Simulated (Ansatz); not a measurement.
A calculation with Ansatz (development build ahead of 0.2.0).

```yaml
crystal:
  periodic: [false, false, false]
  atoms:
    - { symbol: C, position_ang: [0.0, 0.0, 0.5724] }
    - { symbol: F, position_ang: [0.0, 0.0, -0.5724] }
basis:
  gaussian: { orbitals: STO-3G }
magnetization:
  initial_magnetization: 1
hamiltonian:
  xc: hf
correlation:
  method: ccsd_t
  frozen_orbitals: { C: 1, F: 1 }
```

The input is written out in the form of the current development build from the run's settings. Correlation on restricted open-shell orbitals is semicanonical, with singles.

Results

* Converged: yes
* Reference energy: -135.26815 hartree
* CCSD correlation energy: -0.06475 hartree
* Triples correction: -0.00388 hartree
* Total energy: -135.33677 hartree
* Spin squared of the determinant: 0.750
